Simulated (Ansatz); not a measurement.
**Nudged elastic band run: CH$_{3}$NO**

Input:

```yaml
crystal:
  periodic: [false, false, false]
  atoms:
    - { symbol: "N", position_ang: [0.147782, -0.60835, -0.334478] }
    - { symbol: C, position_ang: [-0.128427, 0.55705, 0.314295] }
    - { symbol: O, position_ang: [-1.232344, 0.900821, 0.69059] }
    - { symbol: H, position_ang: [-0.607598, -1.24718, -0.54313] }
    - { symbol: H, position_ang: [1.08094, -0.837534, -0.642037] }
    - { symbol: H, position_ang: [0.781847, 1.171093, 0.46866] }
basis:
  gaussian: { orbitals: "6-31G*" }
hamiltonian:
  xc: b3lyp
  dispersion: d4
neb:
  order_check: false
  images: 9
  f_tol: 0.03
  max_iterations: 60
  initial_path: idpp
  final_atoms:
    - { symbol: "N", position_ang: [0.14495062, -0.5994335, -0.35144796] }
    - { symbol: C, position_ang: [-0.12860145, 0.55752248, 0.31321976] }
    - { symbol: O, position_ang: [-1.235355, 0.91004528, 0.67263222] }
    - { symbol: H, position_ang: [1.08608931, -0.85315728, -0.61159101] }
    - { symbol: H, position_ang: [-0.61085852, -1.23711153, -0.56172648] }
    - { symbol: H, position_ang: [0.78597504, 1.15803455, 0.49281348] }
```

Command:

```bash
$ ansatz run input.yaml --threads 1 --pin off --max-ram 2048MiB --backend cpu --events-out ev --progress --plain --runs-dir out
```

Output, in part (warnings, iteration lines, the closing report on the highest movable image, with atoms numbered from 0):

```
NEB end point (image 0): max|allowed force component| = 3.190e-3 eV/Å (the criterion of neb.relax_end_points is 1.000e-2)
NEB end point (image 10): max|allowed force component| = 1.404e-3 eV/Å (the criterion of neb.relax_end_points is 1.000e-2)
NEB iter   1: max|band force component| = 2.052e0 eV/Å  barrier→ = 1.2213 eV  barrier← = 1.2213 eV  Δτ_max = 0.1769 Å  (258 SCF iters)
NEB iter   2: max|band force component| = 1.875e0 eV/Å  barrier→ = 1.2909 eV  barrier← = 1.2909 eV  Δτ_max = 0.1870 Å  (248 SCF iters)
NEB iter   3: max|band force component| = 1.262e0 eV/Å  barrier→ = 1.0903 eV  barrier← = 1.0903 eV  Δτ_max = 0.1114 Å  (251 SCF iters)
NEB iter   4: max|band force component| = 6.295e-1 eV/Å  barrier→ = 1.0597 eV  barrier← = 1.0597 eV  Δτ_max = 0.1116 Å  (233 SCF iters)
NEB iter   5: max|band force component| = 8.767e-1 eV/Å  barrier→ = 1.0040 eV  barrier← = 1.0040 eV  Δτ_max = 0.0561 Å  (236 SCF iters)
NEB iter   6: max|band force component| = 7.913e-1 eV/Å  barrier→ = 0.9536 eV  barrier← = 0.9536 eV  Δτ_max = 0.1089 Å  (227 SCF iters)
NEB iter   7: max|band force component| = 5.415e-1 eV/Å  barrier→ = 0.8210 eV  barrier← = 0.8210 eV  Δτ_max = 0.1155 Å  (237 SCF iters)
NEB iter   8: max|band force component| = 4.221e-1 eV/Å  barrier→ = 0.7899 eV  barrier← = 0.7899 eV  CI = image 5  Δτ_max = 0.0484 Å  (221 SCF iters)
NEB iter   9: max|band force component| = 3.484e-1 eV/Å  barrier→ = 0.7816 eV  barrier← = 0.7816 eV  CI = image 5  Δτ_max = 0.0339 Å  (211 SCF iters)
NEB iter  10: max|band force component| = 3.627e-1 eV/Å  barrier→ = 0.7837 eV  barrier← = 0.7837 eV  CI = image 5  Δτ_max = 0.0170 Å  (209 SCF iters)
NEB iter  11: max|band force component| = 9.521e-2 eV/Å  barrier→ = 0.7775 eV  barrier← = 0.7775 eV  CI = image 5  Δτ_max = 0.0046 Å  (204 SCF iters)
NEB iter  12: max|band force component| = 3.365e-2 eV/Å  barrier→ = 0.7772 eV  barrier← = 0.7772 eV  CI = image 5  Δτ_max = 0.0005 Å  (180 SCF iters)
NEB iter  13: max|band force component| = 1.839e-2 eV/Å  barrier→ = 0.7772 eV  barrier← = 0.7772 eV  CI = image 5  Δτ_max = 0.0000 Å  (379 SCF iters)
Total energy: -4622.22988937 eV, -169.8638153745 hartree
Atom 0 at     0.418466    -0.707244    -0.198256 Å, force     0.000052     0.007813     0.005601 eV/Å
Atom 1 at    -0.065487     0.546315     0.339263 Å, force     0.014840    -0.018390     0.001208 eV/Å
Atom 2 at    -1.067420     1.119547    -0.007873 Å, force    -0.012139     0.009970    -0.003412 eV/Å
Atom 3 at    -0.339475    -1.388293    -0.098454 Å, force    -0.001575    -0.001636    -0.000008 eV/Å
Atom 4 at     0.504976    -0.585072    -1.211065 Å, force    -0.000129    -0.000375    -0.003932 eV/Å
Atom 5 at     0.591140     0.950647     1.130285 Å, force    -0.001048     0.002618     0.000544 eV/Å
Dipole moment:     0.111454    -0.228859    -0.080376 e Å
```

The forces met the threshold. A vibrational analysis at the climbing image gives one clearly imaginary mode, 554i cm⁻¹: a first-order saddle point.

Final band (atoms are numbered from 1 in the order of the input):

```json
{"image": "0", "path coordinate (Å)": "0.00", "energy (kcal/mol)": "0.0", "dihedral H4–N1–C2–O3 (°)": "1"}
{"image": "1", "path coordinate (Å)": "0.31", "energy (kcal/mol)": "1.1", "dihedral H4–N1–C2–O3 (°)": "6"}
{"image": "2", "path coordinate (Å)": "0.63", "energy (kcal/mol)": "5.1", "dihedral H4–N1–C2–O3 (°)": "-4"}
{"image": "3", "path coordinate (Å)": "0.94", "energy (kcal/mol)": "10.8", "dihedral H4–N1–C2–O3 (°)": "-18"}
{"image": "4", "path coordinate (Å)": "1.25", "energy (kcal/mol)": "15.9", "dihedral H4–N1–C2–O3 (°)": "-35"}
{"image": "5", "path coordinate (Å)": "1.56", "energy (kcal/mol)": "17.9", "dihedral H4–N1–C2–O3 (°)": "-55"}
{"image": "6", "path coordinate (Å)": "1.88", "energy (kcal/mol)": "15.9", "dihedral H4–N1–C2–O3 (°)": "-77"}
{"image": "7", "path coordinate (Å)": "2.19", "energy (kcal/mol)": "10.8", "dihedral H4–N1–C2–O3 (°)": "-100"}
{"image": "8", "path coordinate (Å)": "2.50", "energy (kcal/mol)": "5.1", "dihedral H4–N1–C2–O3 (°)": "-123"}
{"image": "9", "path coordinate (Å)": "2.81", "energy (kcal/mol)": "1.1", "dihedral H4–N1–C2–O3 (°)": "-148"}
{"image": "10", "path coordinate (Å)": "3.13", "energy (kcal/mol)": "0.0", "dihedral H4–N1–C2–O3 (°)": "-179"}
```

Run time: 4.9 min on 1 thread of Intel(R) Xeon(R) Processor @ 2.50GHz (Skylake/Cascade Lake), on a shared host, peak memory 0.11 GiB.
